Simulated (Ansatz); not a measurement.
**CHCl2F (dichlorofluoromethane) at 4 levels**

We compute a comparison of 4 runs (HF/STO-3G, HF/def2-SVP, wB97X/def2-SVP, CAM-B3LYP/cc-pVTZ) of CHCl2F (dichlorofluoromethane). 

Program for the calculation: Ansatz 0.2.0.

4 further runs of the same task are left out: 1 for a known fault of the program, 1 that didn't finish, 2 set aside as unsound or not needed.

### 1 The structure to begin with

CHCl2F has 5 atoms, charge 0, and is taken as a singlet. SMILES: `FC(Cl)Cl`. The coordinates come from a PBE0-D4/def2-TZVP relaxation.

Bond lengths: F1–C2 1.340 Å, C2–Cl3 1.759 Å, C2–Cl4 1.759 Å, C2–H5 1.088 Å. Angles: F1–C2–Cl3 109.4°, F1–C2–Cl4 109.4°, Cl3–C2–Cl4 111.6°, F1–C2–H5 109.7°, Cl3–C2–H5 108.4°, Cl4–C2–H5 108.4°.

### 2 Energy and forces at HF/STO-3G (run 1)

job.yaml reads:

```yaml
crystal:
  periodic: [false, false, false]
  atoms:
    - {symbol: F, position_ang: [-0.590600, 0.132500, 1.230400]}
    - {symbol: C, position_ang: [0.006400, 0.099400, 0.030700]}
    - {symbol: Cl, position_ang: [1.459900, -0.886800, 0.126900]}
    - {symbol: Cl, position_ang: [-1.120400, -0.525200, -1.167100]}
    - {symbol: H, position_ang: [0.294600, 1.106400, -0.262500]}
basis:
  gaussian: {orbitals: STO-3G}
magnetization: {spin_polarized: false, initial_magnetization: 0}
hamiltonian: {xc: hf}
accuracy: high
output: {forces: true, orbitals: {seedname: orbitals}}
```

Command:

```console
$ ansatz run job.yaml --threads 1 --pin off --max-ram 2610MiB --events-out events.jsonl --progress --plain --runs-dir runs
```

Log:

```text
Warning: RAYON_NUM_THREADS=1 ignored (pool sized by the plan → 1); use --threads N
Functional definition: HF
  name "HF"
  exchange = exact_x
  correlation = 0
552 factors; integrals over basis functions are off by at most 4.7e-9 eV
mean field evaluation 1: about -28434.8224 eV, gradient 3.8e1 eV
mean field evaluation 2: about -28434.9881 eV, gradient 3.8e1 eV
mean field evaluation 4: about -28440.2806 eV, gradient 1.8e0 eV
mean field evaluation 8: about -28440.2979 eV, gradient 5.0e-4 eV
mean field -28440.29785640 eV, -1045.1616686964 hartree, gradient 2.3e-8 eV, S^2 0.000000; 0 other end points of the search recorded, 0 dependent functions left out
the calculation of the forces begins
reference -28440.29785640 eV, -1045.1616686964 hartree; 25, 25 occupied and 4, 4 virtual orbitals, 552 factors
Total energy: -28440.29785640 eV, -1045.1616686964 hartree
Atom 0 at    -0.590600     0.132500     1.230400 Å, force    -0.758678     0.057276     1.528730 eV/Å
Atom 1 at     0.006400     0.099400     0.030700 Å, force    -0.092032     1.237190     0.529350 eV/Å
Atom 2 at     1.459900    -0.886800     0.126900 Å, force     1.993714    -1.235755     0.039957 eV/Å
Atom 3 at    -1.120400    -0.525200    -1.167100 Å, force    -1.446951    -0.753222    -1.685426 eV/Å
Atom 4 at     0.294600     1.106400    -0.262500 Å, force     0.303946     0.694511    -0.412612 eV/Å
Dipole moment:     0.017872     0.362837     0.065754 e Å
```

Run time: 0.52 s. Hardware: 1 thread of Arm Neoverse V1, shared host.

### 3 Energy and forces at HF/def2-SVP (run 2)

run.yaml reads:

```yaml
crystal:
  periodic: [false, false, false]
  atoms:
    - {symbol: F, position_ang: [-0.590600, 0.132500, 1.230400]}
    - {symbol: C, position_ang: [0.006400, 0.099400, 0.030700]}
    - {symbol: Cl, position_ang: [1.459900, -0.886800, 0.126900]}
    - {symbol: Cl, position_ang: [-1.120400, -0.525200, -1.167100]}
    - {symbol: H, position_ang: [0.294600, 1.106400, -0.262500]}
basis:
  gaussian:
    orbitals: def2-SVP
hamiltonian:
  xc: hf
accuracy: high
output:
  forces: true
  orbitals: {seedname: orbitals}
```

Command:

```console
$ ansatz run run.yaml --threads 1 --pin off --max-ram 2610MiB --events-out events.jsonl --progress --plain --runs-dir runs
```

Log, shortened:

```text
Warning: RAYON_NUM_THREADS=1 ignored (pool sized by the plan → 1); use --threads N
Functional definition: HF
  name "HF"
[...]
1435 factors; integrals over basis functions are off by at most 3.8e-9 eV
[...]
mean field -28747.82502840 eV, -1056.4630838180 hartree, gradient 2.7e-8 eV, S^2 0.000000; 0 other end points of the search recorded, 0 dependent functions left out
[...]
reference -28747.82502840 eV, -1056.4630838180 hartree; 25, 25 occupied and 44, 44 virtual orbitals, 1435 factors
Total energy: -28747.82502840 eV, -1056.4630838180 hartree
Atom 0 at    -0.590600     0.132500     1.230400 Å, force     0.405251    -0.012493    -0.811687 eV/Å
Atom 1 at     0.006400     0.099400     0.030700 Å, force    -0.255178     0.139885     0.548184 eV/Å
Atom 2 at     1.459900    -0.886800     0.126900 Å, force    -0.046167     0.042367     0.055733 eV/Å
Atom 3 at    -1.120400    -0.525200    -1.167100 Å, force    -0.007979     0.037304     0.074943 eV/Å
Atom 4 at     0.294600     1.106400    -0.262500 Å, force    -0.095926    -0.207064     0.132827 eV/Å
Dipole moment:     0.111193     0.268877    -0.146588 e Å
```

Run time: 2 s. Hardware: 1 thread of Arm Neoverse V1, shared host; peak memory 0.16 GiB.

### 4 Energy and gradient at wB97X/def2-SVP (run 3)

molecule.yaml reads:

```yaml
crystal:
  periodic: [false, false, false]
  atoms:
    - symbol: F
      position_ang: [-0.590600, 0.132500, 1.230400]
    - symbol: C
      position_ang: [0.006400, 0.099400, 0.030700]
    - symbol: Cl
      position_ang: [1.459900, -0.886800, 0.126900]
    - symbol: Cl
      position_ang: [-1.120400, -0.525200, -1.167100]
    - symbol: H
      position_ang: [0.294600, 1.106400, -0.262500]
basis:
  gaussian:
    orbitals: def2-SVP
hamiltonian:
  xc: {name: wB97X}
accuracy: high
output: {forces: true, orbitals: {seedname: orbitals}}
```

Command:

```console
$ ansatz run molecule.yaml --threads 1 --pin off --max-ram 2610MiB --events-out events.jsonl --progress --plain --runs-dir runs
```

Log, shortened:

```text
Warning: RAYON_NUM_THREADS=1 ignored (pool sized by the plan → 1); use --threads N
Functional definition: wB97X
  name "wB97X"
[...]
      + exact_x_lr(omega)
[...]
      + integral(e_c_pw_opposite_spin*poly(b97_u_opposite, 1, cos1, cos2, cos3, cos4))
1435 factors; integrals over basis functions are off by at most 3.8e-9 eV
258 factors; integrals over basis functions are off by at most 2.0e-9 eV
[...]
mean field -28803.41475563 eV, -1058.5059686135 hartree, gradient 6.3e-8 eV, S^2 0.000000; 0 other end points of the search recorded, 0 dependent functions left out
[...]
reference -28803.41475403 eV, -1058.5059685548 hartree; 25, 25 occupied and 44, 44 virtual orbitals, 1435 factors
Total energy: -28803.41475403 eV, -1058.5059685548 hartree
Atom 0 at    -0.590600     0.132500     1.230400 Å, force     0.036913     0.018465    -0.068544 eV/Å
Atom 1 at     0.006400     0.099400     0.030700 Å, force    -0.148152    -0.313552     0.207966 eV/Å
Atom 2 at     1.459900    -0.886800     0.126900 Å, force     0.052558    -0.021931    -0.002397 eV/Å
Atom 3 at    -1.120400    -0.525200    -1.167100 Å, force    -0.032913    -0.009695    -0.045203 eV/Å
Atom 4 at     0.294600     1.106400    -0.262500 Å, force     0.091595     0.326713    -0.091822 eV/Å
Dipole moment:     0.087410     0.246948    -0.105291 e Å
```

It took 19 s on 1 thread of Arm Neoverse V1, shared host; peak memory 0.35 GiB.

### 5 Energy and gradient at CAM-B3LYP/cc-pVTZ (run 4)

molecule.yaml reads:

```yaml
crystal:
  periodic: [false, false, false]
  atoms:
    - {symbol: F, position_ang: [-0.590600, 0.132500, 1.230400]}
    - {symbol: C, position_ang: [0.006400, 0.099400, 0.030700]}
    - {symbol: Cl, position_ang: [1.459900, -0.886800, 0.126900]}
    - {symbol: Cl, position_ang: [-1.120400, -0.525200, -1.167100]}
    - {symbol: H, position_ang: [0.294600, 1.106400, -0.262500]}
basis:
  gaussian: {orbitals: cc-pVTZ}
total_charge: 0
hamiltonian: {xc: {name: CAM-B3LYP}}
accuracy: high
output: {forces: true, orbitals: {seedname: orbitals}}
```

Command:

```console
$ ansatz run molecule.yaml --threads 1 --pin off --max-ram 2610MiB --events-out events.jsonl --progress --plain --runs-dir runs
```

Log, shortened:

```text
Warning: RAYON_NUM_THREADS=1 ignored (pool sized by the plan → 1); use --threads N
Functional definition: CAM-B3LYP
  name "CAM-B3LYP"
[...]
2391 factors; integrals over basis functions are off by at most 3.2e-9 eV
366 factors; integrals over basis functions are off by at most 2.4e-9 eV
[...]
mean field -28817.31948648 eV, -1059.0169580475 hartree, gradient 8.6e-8 eV, S^2 0.000000; 0 other end points of the search recorded, 0 dependent functions left out
[...]
reference -28817.31950167 eV, -1059.0169586058 hartree; 25, 25 occupied and 117, 117 virtual orbitals, 2391 factors
Total energy: -28817.31950167 eV, -1059.0169586058 hartree
Atom 0 at    -0.590600     0.132500     1.230400 Å, force    -0.030734    -0.006215     0.059455 eV/Å
Atom 1 at     0.006400     0.099400     0.030700 Å, force     0.060144     0.309786    -0.033168 eV/Å
Atom 2 at     1.459900    -0.886800     0.126900 Å, force     0.154038    -0.102320     0.031804 eV/Å
Atom 3 at    -1.120400    -0.525200    -1.167100 Å, force    -0.135812    -0.061443    -0.113498 eV/Å
Atom 4 at     0.294600     1.106400    -0.262500 Å, force    -0.047636    -0.139809     0.055407 eV/Å
Dipole moment:     0.083630     0.233950    -0.101386 e Å
```

Run time: 20 s. Hardware: 1 thread of Arm Neoverse V1, shared host; peak memory 0.58 GiB.

### 6 Overview of the runs

```tsv
run	level	energy (Eh)	dipole moment (D)	HOMO energy (eV)	LUMO energy (eV)	wall time
1	HF/STO-3G	-1045.161669	1.77	-11.18	8.10	0.52 s
2	HF/def2-SVP	-1056.463084	1.56	-12.45	4.48	2 s
3	wB97X/def2-SVP	-1058.505969	1.36	-11.41	2.79	19 s
4	CAM-B3LYP/cc-pVTZ	-1059.016959	1.29	-10.53	0.89	20 s
```

### 7 What came out

| quantity | value |
| --- | --- |
| run 4: total energy | -1059.01696 Eh |
| run 4: dipole moment | 1.29 D |
| run 4: HOMO energy | -10.53 eV |
| run 4: LUMO energy | 0.89 eV |
| run 4: HOMO–LUMO gap | 11.42 eV |
| run 4: largest force on an atom | 0.317 eV/Å |

In words: The dipole moment (its size) runs from 1.29 D (CAM-B3LYP/cc-pVTZ) to 1.77 D (HF/STO-3G). The two ends differ in method and basis. The HOMO–LUMO gap runs from 11.42 eV (CAM-B3LYP/cc-pVTZ) to 19.27 eV (HF/STO-3G). Totals of different functionals can't be ranked against each other. In run 1 the basis is minimal, so the values are rough. All runs together took 42 s, the longest 20 s.
